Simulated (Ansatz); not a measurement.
Total energies of C4H7N (`NC1C=CC1`).

Cartesian coordinates in Å:
```
N -1.028 1.298 0.651
C -0.357 0.027 0.581
C 1.151 0.069 0.563
C 1.258 -0.633 -0.566
C -0.229 -0.758 -0.778
H -2.031 1.191 0.562
H -0.714 1.910 -0.093
H -0.755 -0.614 1.376
H 1.867 0.504 1.251
H 2.105 -1.018 -1.122
H -0.639 -1.774 -0.795
H -0.630 -0.202 -1.630
```

Charge 0, multiplicity 1. Geometry: relaxed with PBE0-D4/def2-TZVP. It is one conformer, not always the lowest. Basis def2-TZVPP, the Gaussian-basis code of Ansatz.

RPA on PBE orbitals: Hartree–Fock energy of these orbitals -209.96275 Eh, correlation -1.40807 Eh (frozen core).

| functional | energy without D4 (Eh) | D4 term (kJ/mol) |
| --- | --- | --- |
| LDA (SPW92) | -209.49407 | – |
| PBE | -211.12746 | -22.0 |
| revPBE | -211.34435 | -77.8 |
| BLYP | -211.30559 | -49.9 |
| r2SCAN | -211.27509 | -5.5 |
| B97M-V | -211.40150 | – |
| PBE0 | -211.15171 | -18.3 |
| B3LYP | -211.41051 | -35.2 |
| r2SCANh | -211.26625 | -5.7 |
| r2SCAN0 | -211.25398 | -6.2 |
| HSE06 (plane-wave form) | -211.13947 | -16.8 |
| BHLYP | -211.27047 | -23.9 |
| CAM-B3LYP | -211.28879 | -18.1 |
| LC-ωPBE | -211.26812 | – |
| ωB97X-V | -211.34439 | – |
| ωB97M-V | -211.30853 | – |
| B2PLYP | -211.21476 | – |
| PBE-QIDH | -211.11878 | – |

B3LYP takes the VWN-RPA correlation (the form of Gaussian; ORCA's B3LYP/G). HSE06 is the plane-wave form, built on full-range PBE exchange. The double hybrids freeze the cores in their second-order part.

LC-ωPBE has ω = 0.4 bohr⁻¹.
